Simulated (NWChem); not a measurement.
System: SiO cation, doublet; SMILES of the neutral closed-shell parent O=[Si]

NWChem printed, in part:

```
             Northwest Computational Chemistry Package (NWChem) 7.3.0
             --------------------------------------------------------

                             Geometry "geometry" -> ""
                             -------------------------

 Output coordinates in angstroms (scale by  1.889725989 to convert to a.u.)

  No.       Tag          Charge          X              Y              Z
 ---- ---------------- ---------- -------------- -------------- --------------
    1 Si                  14.0000     0.00000000     0.00000000     0.56662800
    2 O                    8.0000     0.00000000     0.00000000    -0.97180700

 Effective nuclear repulsion energy (a.u.)      38.5247682794

                                 NWChem DFT Module
                                 -----------------

 Summary of "ao basis" -> "ao basis" (spherical)
 ------------------------------------------------------------------------------
       Tag                 Description            Shells   Functions and Types
 ---------------- ------------------------------  ------  ---------------------
 Si                        def2-svpd                10       24   5s3p2d
 O                         def2-svpd                 9       23   4s3p2d

            General Information
            -------------------
          SCF calculation type: DFT
          Wavefunction type:  spin polarized.
          No. of atoms     :     2
          No. of electrons :    21
           Alpha electrons :    11
            Beta electrons :    10
          Charge           :     1
          Spin multiplicity:     2
          Use of symmetry is: off; symmetry adaption is: off
          Maximum number of iterations: 150
          AO basis - number of functions:    47
                     number of shells:    19
          Convergence on energy requested:  1.00D-06
          Convergence on density requested:  1.00D-05
          Convergence on gradient requested:  5.00D-04

              XC Information
              --------------
                         PBE0 Method XC Functional
                     Hartree-Fock (Exact) Exchange  0.250
          PerdewBurkeErnzerhof Exchange Functional  0.750
            Perdew 1991 LDA Correlation Functional  1.000 local
           PerdewBurkeErnz. Correlation Functional  1.000 non-local

[...]

                                NWChem TDDFT Module
                                -------------------

            General Information
            -------------------
           No. of orbitals :      94
            Alpha orbitals :      47
             Beta orbitals :      47
        Alpha frozen cores :       0
         Beta frozen cores :       0
     Alpha frozen virtuals :       0
      Beta frozen virtuals :       0
         Spin multiplicity :       2
    Number of AO functions :      47
        Use of symmetry is : off
      Symmetry adaption is : off
         Schwarz screening :  0.10D-07

              XC Information
              --------------
                  PBE0 Method XC Functional
              Hartree-Fock (Exact) Exchange   0.25
   PerdewBurkeErnzerhof Exchange Functional   0.75
     Perdew 1991 LDA Correlation Functional   1.00 local
    PerdewBurkeErnz. Correlation Functional   1.00 non-local

             TDDFT Information
             -----------------
          Calculation type : Tamm-Dancoff TDDFT
         Wavefunction type : Unrestricted
          No. of electrons :      21
           Alpha electrons :      11
            Beta electrons :      10
              No. of roots :       6
          Max subspacesize :    5200
            Max iterations :     100
               Target root :       1
           Target symmetry : none
      Symmetry restriction : off
                 Algorithm : Optimal
        Davidson threshold :  0.10D-03

    6 smallest eigenvalue differences (eV)
--------------------------------------------------------
  No. Spin  Occ  Vir  Irrep   E(Occ)    E(Vir)   E(Diff)
--------------------------------------------------------
    1    2   10   11 a        -0.653    -0.518     3.679
    2    2    9   11 a        -0.653    -0.518     3.679
    3    2    8   11 a        -0.725    -0.518     5.644
    4    1   11   12 a        -0.668    -0.368     8.162
    5    1   10   12 a        -0.668    -0.368     8.162
    6    1   11   13 a        -0.668    -0.368     8.162
--------------------------------------------------------

  Entering Davidson iterations
  Unrestricted

  Iter   NTrls   NConv    DeltaV     DeltaE      Time
  ----  ------  ------  ---------  ---------  ---------
    1      6       0     0.30E+00   0.10+100        1.5
    2     12       0     0.62E-01   0.10E+00        1.9
    3     18       1     0.31E-01   0.11E-01        2.4
    4     23       0     0.24E-01   0.43E-02        1.7
    5     29       3     0.24E-01   0.17E-01        1.7
    6     32       4     0.45E-02   0.69E-03        1.2
    7     34       4     0.58E-03   0.18E-04        1.2
    8     36       6     0.49E-04   0.15E-06        1.4
  ----  ------  ------  ---------  ---------  ---------
  Convergence criterion met

  Ground state a        -363.944848603674 a.u.
  <S2> =   0.7624

  ----------------------------------------------------------------------------
  Root   1         a              0.022987388 a.u.                0.6255 eV
  <S2> =   0.7735
  ----------------------------------------------------------------------------
     Transition Moments    X  0.16701   Y  0.16701   Z -0.00000
     Dipole Oscillator Strength                    0.0008548687
     Electric Quadrupole                           0.0000000000
     Magnetic Dipole                               0.0000000256
     Total Oscillator Strength                     0.0008548943

[...]
```

Level: PBE0/def2-SVPD, spin-unrestricted, TDA. The geometry was optimised at B3LYP/6-31G* (spherical d), spin-unrestricted. This spin state was assumed; another may lie lower. No stability test was run on the SCF state.

Which NWChem input produces such a log?

Several could match; the one computed here: the input that was run:
```
start job
memory heap 200 mb stack 900 mb global 1100 mb
charge 1
geometry units angstroms noautosym nocenter noautoz
  Si     0.000000     0.000000     0.566628
  O      0.000000     0.000000    -0.971807
end
basis spherical
  Si library def2-svpd
  O library def2-svpd
end
dft
  odft
  mult 2
  xc pbe0
  iterations 150
end
tddft
  cis
  nroots 6
end
task tddft energy
```
